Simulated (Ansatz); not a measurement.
**Reading a saddle point**

A first-order saddle point of CH4ClS (charge -1), singlet, PBE0-D4/def2-TZVPD, with one imaginary mode of 414i cm⁻¹:

```xyz
7
angstrom
Cl -1.3472 0.9624 2.0819
C -0.3265 0.0427 0.3707
S 0.8471 -1.0235 -1.6009
H -0.5957 0.8177 -0.3202
H -0.9076 -0.8599 0.3924
H 0.6418 0.0475 0.8323
H 1.6881 0.0131 -1.7563
```

Ansatz 0.2.0; basis: def2-TZVPPD and def2-QZVPPD; cores frozen in the correlated methods. Extrapolation: Hartree–Fock as exp(−7.88 √X), correlation as X^−2.97.

**Question.** Which contacts change along the imaginary mode, and what lies on either side? (A judgement: the text doesn't fix the answer.)

**Answer.** The calculation gives: The step is [CH₃Cl ([CH3][Cl]) + HS]⁻ → [CH₄S ([CH3][SH]) + Cl]⁻, with the molecules in contact on both sides. Shortening one way: C2–S3; lengthening the same way: Cl1–C2.
```tsv
pair	one side (Å)	saddle (Å)	other side (Å)
C2–S3	3.27	2.53	1.81
Cl1–C2	1.82	2.19	3.63
```

**Question.** Which side is lower, and how far does the saddle lie above each? (Judge from chemistry; the value comes from the calculation.)

**Answer.** By the calculation: The side with C2–S3 short is lower by 24.04 kcal/mol; the saddle lies 32.65 kcal/mol above it and 8.62 kcal/mol above the other (CCSD(T) at an estimated basis limit (MP2 extrapolated from triple and quadruple zeta, plus CCSD(T) − MP2 in triple zeta); electronic energies).

The T1 diagnostic stays at or below 0.018.

Labels in which every atom is bracketed show which atoms are joined, not bond orders.

For scale, one of the runs: CCSD(T)/def2-TZVPPD, 207 basis functions, launched by `ansatz run in.yaml --threads 2 --pin off --events-out ev --progress --plain --max-ram 4352MiB`. Hardware: 2 CPU threads of an Intel Xeon Platinum 8259CL, shared host. Wall time 63 s; peak host memory 2.6 GiB.
